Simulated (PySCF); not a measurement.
# Bonding in `COC[CH-]C#N`

Species: C4H6NO (charge -1).
SMILES with atom numbers: `[CH3:1][O:2][CH2:3][CH-:4][C:5]#[N:6]` (hydrogens: H7, H8, H9 on C1; H10, H11 on C3; H12 on C4)

Geometry (GFN2-xTB, dihedral held, Å), atoms numbered from 1 in this order:
```xyz
12
C4H6NO angstrom
C     -2.0644   -0.2820    0.0731
O     -0.9294    0.4082    0.4650
C      0.2358    0.0001   -0.2396
C      1.4408    0.8026    0.1401
C      1.4085    1.8019    1.0539
N      1.4622    2.7406    1.7572
H     -1.9759   -1.3660    0.2680
H     -2.9052    0.1146    0.6449
H     -2.2695   -0.1544   -1.0046
H      0.3923   -1.0963   -0.0639
H      0.0010    0.0803   -1.3383
H      2.3796    0.2545    0.0487
```

Bond orders from the PBE0/pcSseg-1 density (PySCF). The geometry is a constrained GFN2-xTB structure with the dihedral O2–C3–C4–C5 held at 0°, isolated molecule; it need not be a minimum. The pcSseg-1 basis has no diffuse functions, a weakness for an anion. The HOMO energy is positive at this level (+0.88 eV), so the outermost electrons may be held by the finite basis alone.

(1) How far do the computed orders between heavy atoms stray from the drawn ones?

(2) Set the Mayer orders of the bonds beside their lengths.

Results:

(1) The largest departure is 0.333, at C4–C5 (drawn single, 1.333). Drawn single, order above 1.12: C4–C5 (1.333). The SMILES, with its formal charges, is one Lewis structure only.

(2) 
```json
{"bond": "C1–O2", "drawn as": "single", "length (Å)": "1.385", "Mayer order": "0.993"}
{"bond": "O2–C3", "drawn as": "single", "length (Å)": "1.421", "Mayer order": "0.903"}
{"bond": "C3–C4", "drawn as": "single", "length (Å)": "1.497", "Mayer order": "1.067"}
{"bond": "C4–C5", "drawn as": "single", "length (Å)": "1.355", "Mayer order": "1.333"}
{"bond": "C5–N6", "drawn as": "triple", "length (Å)": "1.174", "Mayer order": "2.928"}
{"bond": "C1–H7", "drawn as": "single", "length (Å)": "1.105", "Mayer order": "0.952"}
{"bond": "C1–H8", "drawn as": "single", "length (Å)": "1.091", "Mayer order": "0.978"}
{"bond": "C1–H9", "drawn as": "single", "length (Å)": "1.104", "Mayer order": "0.951"}
{"bond": "C3–H10", "drawn as": "single", "length (Å)": "1.121", "Mayer order": "0.936"}
{"bond": "C3–H11", "drawn as": "single", "length (Å)": "1.126", "Mayer order": "0.930"}
{"bond": "C4–H12", "drawn as": "single", "length (Å)": "1.091", "Mayer order": "0.948"}
```

Bonds between the same two heavy elements. C–O: lowest O2–C3 (0.903, 1.421 Å), highest C1–O2 (0.993, 1.385 Å). C–C: lowest C3–C4 (1.067, 1.497 Å), highest C4–C5 (1.333, 1.355 Å).

Sum the orders of all bonds at each heavy atom with more than one neighbour and set the sums beside the valence in the SMILES.

C1 3.874 (drawn 4), O2 1.896 (drawn 2), C3 3.836 (drawn 4), C4 3.348 (drawn 3), C5 4.261 (drawn 4). Orders between atoms that aren't bonded are not in these sums.

For a closed shell the Mayer order of atoms A and B is Σ (PS)μν (PS)νμ over the basis functions μ on A and ν on B, with P the density and S the overlap matrix.
